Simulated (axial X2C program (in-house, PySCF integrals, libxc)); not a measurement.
# Nuclear properties of NSiN²⁺

Computed with an axial X2C code built on PySCF integrals: two-component X2C with atomic mean-field Coulomb and Gaunt terms, Gaussian nuclei, basis N dyall-av3z, Si dyall-v3z with contracted cores.

N–Si–N held linear, with bonds 1.837 and 1.837 Å (near the PBE0 minimum at charge 2 of the determinant lowest at the starting distance; the state shown can have its own minimum elsewhere, held linear; other orders of the atoms were not compared).

Determinant lowest in the PBE0 search, Ω = 2 (⟨Sz⟩ = 2.00, ⟨Lz⟩ = 0.00 at PBE0), spin on the atoms N 0.90, Si 0.19, N 0.90:

```
level  A∥/gI N (MHz)  qzz N (a.u.)  A∥/gI Si (MHz)  qzz Si (a.u.)
 PBE0          -56.4         -0.11           -52.5          -2.36
   HF          -33.3          0.20            -108          -2.97
  PBE          -59.8         -0.23           -46.2          -2.09
```

Determinant 1.43 eV from it at PBE0 and this distance, Ω = 3 (⟨Sz⟩ = 2.00, ⟨Lz⟩ = 1.00 at PBE0), spin on the atoms N 1.11, Si -0.23, N 1.11:

```
level  A∥/gI N (MHz)  qzz N (a.u.)  A∥/gI Si (MHz)  qzz Si (a.u.)
 PBE0           41.8          0.86            -168          -0.54
   HF           39.8          0.65            -353          -0.07
  PBE           54.2          0.88           -88.1          -0.63
```

A∥ (defined per Ω) follows by multiplying with gI = μI/(I μN); qzz is the electric field gradient, eQq0 = 234.96 MHz × Q/barn × qzz. The operators were transformed with the bare-nucleus X2C matrices; with these basis sets, hyperfine constants and field gradients can be off by tens of per cent, and where levels differ in sign neither size nor sign is settled.

**Question.** With gI(14N) = 0.4038 (g factors from the IAEA table of nuclear moments by Stone), turn the PBE0 values of the first state into constants in MHz.

**Answer.** A∥(14N) = -56.4 × 0.4038 = -22.8 MHz.

The molecule was held linear; bending was not examined, so a bent shape may lie lower.

Each state is one determinant with collinear spin, which with several unpaired electrons need not be a pure state. Unrestricted Hartree–Fock can overshoot spin polarisation at the nuclei. This is the top spin component of a Σ state; components of lower Ω are not single determinants and can lie lower. With several open shells hyperfine constants can be off by a factor of several. Open-shell Ω = 0 determinants with evenly filled partner blocks cannot be reached by this program, so the Ω shown need not be the lowest component. The search compared states at one distance, so a state with another bond length can lie lower. Where a field gradient or hyperfine factor spreads by more than a factor of two over the levels, a constant derived from it is not to be relied on. PBE0 term energies can be off by some tenths of an eV.
